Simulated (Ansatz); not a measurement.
## CH, doublet: up the ladder of correlation methods

Calculated in Ansatz's Gaussian-basis code; BCCD by scripts on PySCF. Basis 6-31G, 1 core orbital frozen, nonrelativistic. Perturbation and coupled-cluster methods stand on the Hartree–Fock determinant that coupled cluster favours; RHF here means ROHF, with semicanonical perturbation theory. The state met can change along the bond. Small basis; these aren't basis-limit values. The unrestricted determinant is a mixture of spins, so it may stand for another state.

Correlation energy of CCSD(T), then each method's total less that of CCSD(T), in eV:

```csv
case,E corr CCSD(T),CCSD,BCCD,BCCD(T),determinant
1.008 Å RHF,-1.701,+0.019,+0.019,0.000,–
1.344 Å RHF,-2.012,+0.024,+0.025,0.000,–
1.680 Å RHF,-2.426,+0.039,+0.042,+0.001,–
1.680 Å UHF,-2.076,+0.035,+0.036,-0.004,⟨S²⟩ = 1.155
2.184 Å RHF,-3.380,+0.094,+0.093,+0.007,–
2.184 Å UHF,-1.439,+0.049,+0.059,-0.006,⟨S²⟩ = 1.608
2.744 Å UHF,-1.079,+0.021,+0.022,-0.001,⟨S²⟩ = 1.723
3.416 Å UHF,-1.020,+0.010,+0.009,0.000,⟨S²⟩ = 1.748
```

Task: Give full CI less CCSD(T). Is CCSD(T) good to 1 kcal/mol?

Result: 1.008 Å RHF: -0.008 eV (within); 1.344 Å RHF: -0.009 eV (within); 1.680 Å RHF: -0.014 eV (within); 1.680 Å UHF: -0.019 eV (within, spin-contaminated determinant); 2.184 Å RHF: -0.011 eV (within); 2.184 Å UHF: -0.031 eV (within, spin-contaminated determinant); 2.744 Å UHF: -0.035 eV (within, spin-contaminated determinant); 3.416 Å UHF: -0.012 eV (within, spin-contaminated determinant).

Several Brueckner solutions were met.
